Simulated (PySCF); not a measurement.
**`C1=CSC(Cl)=P1`, C3H2ClPS**

Geometry:
| atom | x (Å) | y (Å) | z (Å) |
| --- | --- | --- | --- |
| Cl1 | 3.598 | 0.116 | -0.075 |
| C2 | 1.885 | 0.004 | -0.052 |
| P3 | 1.000 | -1.455 | 0.193 |
| C4 | -0.555 | -0.617 | 0.055 |
| C5 | -0.540 | 0.729 | -0.169 |
| S6 | 1.002 | 1.459 | -0.293 |
| H7 | -1.501 | -1.158 | 0.147 |
| H8 | -1.414 | 1.377 | -0.275 |

The calculation used PySCF, GIAO CAM-B3LYP/pcSseg-1 magnetisability, rotational g tensor and spin-rotation constants, non-relativistic, gas phase. Geometry: PBE0-D3(BJ)/def2-SVP.

(1) Give the nuclear spin-rotation constants along the inertial axes (H = +C I·J) beside the isotropic shieldings.

(2) How do the rotational constants and the g tensor change when H7, H8 are replaced by deuterium?

Answers

(1) Rotational constants 3.3283, 1.7467, 1.1455 GHz. A star marks the isotopologue with that one atom substituted, in its own axes.
```csv
atom,isotope,Caa (kHz),Cbb (kHz),Ccc (kHz),mean (kHz),σ (ppm)
Cl1,35Cl,0.454,0.734,0.230,0.473,720.0
P3,31P,10.000,3.878,1.675,5.184,57.4
H7,1H,0.251,-0.095,-0.123,0.011,23.6
H8,1H,0.115,-0.042,-0.120,-0.016,23.7
C2,13C*,2.216,0.664,0.257,1.046,-16.4
C4,13C*,1.660,0.720,0.182,0.854,26.8
C5,13C*,1.622,0.636,0.199,0.819,35.9
S6,33S*,1.587,0.788,0.397,0.924,135.4
```
For the geometry as given, no vibrational averaging.

(2) Constants 3.2563, 1.6520, 1.0960 GHz; g -0.0588, -0.0277, 0.0075, against -0.0601, -0.0292, 0.0080 before.
